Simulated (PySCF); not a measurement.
**Working with the constants of NaC**

PBE0 constants of NaC, ⁴Σ⁻ (quartet), unpaired electrons σ ↑, π ↑↑ (PySCF, no relativity, basis sets Na def2-TZVP, C def2-TZVP; masses 22.9898 and 12.0000 u):

| Item | Value |
| --- | --- |
| ωe | 433.6 cm⁻¹ |
| ωexe | 3.32 cm⁻¹ |
| Be | 0.43035 cm⁻¹ |
| αe | 0.00497 cm⁻¹ |
| D (centrifugal) | 1.7e-06 cm⁻¹ |
| De to Na + C | 2.03 eV |

Task: Give the vibrational terms G(v) and spacings up to v = 6.

Result: G(v) = ωe(v+½) − ωexe(v+½)².

| v | G(v) (cm⁻¹) | G(v) − G(v−1) | Bv (cm⁻¹) |
| --- | --- | --- | --- |
| 0 | 216 |  | 0.4279 |
| 1 | 643 | 427 | 0.4229 |
| 2 | 1063 | 420 | 0.4179 |
| 3 | 1477 | 414 | 0.4130 |
| 4 | 1884 | 407 | 0.4080 |
| 5 | 2284 | 400 | 0.4030 |
| 6 | 2678 | 394 | 0.3980 |

Task: How well does the Morse estimate ωe²/(4ωexe) reproduce De, and what is D0?

Result: It gives 1.76 eV, 86 % of the computed De. D0 = De − G(0) = 2.03 − 0.03 = 2.00 eV.

The state is the lowest determinant that a PBE0 search found; another state may lie lower at other levels.
